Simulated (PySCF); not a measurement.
```xyz
4
charge 0 multiplicity 1, angstrom
S    -0.1275    0.0000    0.9896
S     0.1275    0.0000   -0.9896
O     1.1711    0.0000    1.6771
O    -1.1711    0.0000   -1.6771
```

Method: PBE0/[S def2-TZVP, O def2-TZVP], no relativity, density fitting, PySCF.

This geometry of S2O2 is a stationary point at this level.

(1) What is the point group?

(2) Is it a minimum?

(3) List the harmonic modes with their infrared intensities.

(4) What are the dipole moment and the gap between the highest occupied and lowest empty levels?

Answers

(1) C2h.

(2) Yes: all harmonic wavenumbers are real.

(3) 
| symmetry | ω (cm⁻¹) | IR (km/mol) |
| --- | --- | --- |
| bu | 186 | 20.2 |
| au | 201 | 13.8 |
| ag | 363 | 0.0 |
| ag | 621 | 0.0 |
| bu | 1171 | 379 |
| ag | 1201 | 0.0 |

(4) 0.00 D and 3.63 eV.

Other isomers or separated fragments may lie lower.
